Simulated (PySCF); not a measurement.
# C2H2Cl4: core ionisation energies

Compound: C2H2Cl4.
SMILES with atom numbers: `[Cl:1][CH:2]([Cl:3])[CH:4]([Cl:5])[Cl:6]`

The calculation used PySCF 2.14.0, delta-SCF UKS SCAN, pcX-2 on the ionised atom, pcseg-1 elsewhere, spin-free X2C. Binding energies are ΔSCF values: E(core-ionised, relaxed orbitals) − E(ground state) at a fixed geometry, referred to the vacuum level.

Task: Give the core binding energies atom by atom.

Result: 
```
        atom(s)     environment     level  binding energy (eV)  2p1/2 (eV)  count
Cl1/Cl3/Cl5/Cl6  alkyl chlorine  Cl 2p3/2               206.76      208.42      4
Cl1/Cl3/Cl5/Cl6  alkyl chlorine     Cl 1s              2829.36           –      4
          C2/C4    CHCl2 carbon      C 1s               294.55           –      2
```

Task: Which photon wavelength matches the Cl 1s of Cl1/Cl3/Cl5/Cl6 threshold?

Result: λ = hc/E = 12398.42 eV Å / 2829.36 eV = 4.382 Å.

Task: Which photon energy gives electrons from Cl 1s of Cl1/Cl3/Cl5/Cl6 a kinetic energy of 100 eV, and what is their de Broglie wavelength?

Result: hν = 2829.36 + 100 = 2929.36 eV, recoil neglected; λ = 12.264 Å/√(E/eV) = 1.23 Å.

Topologically equivalent atoms share the value of their first member; where this conformer doesn't relate them by symmetry, their own values could differ. Spin–orbit and ligand-field terms were added within each 2p shell after the spin-free SCF. 2p1/2 minus 2p3/2 (ligand field included): Cl 1.65 eV. Isolated species at its PBE0-D3(BJ)/def2-SVP geometry (one conformer only).

Shape of the structure used: `[Cl:1][CH:2]([Cl:3])[CH:4]([Cl:5])[Cl:6]`: Cl1–C2–C4–Cl5 -66°.
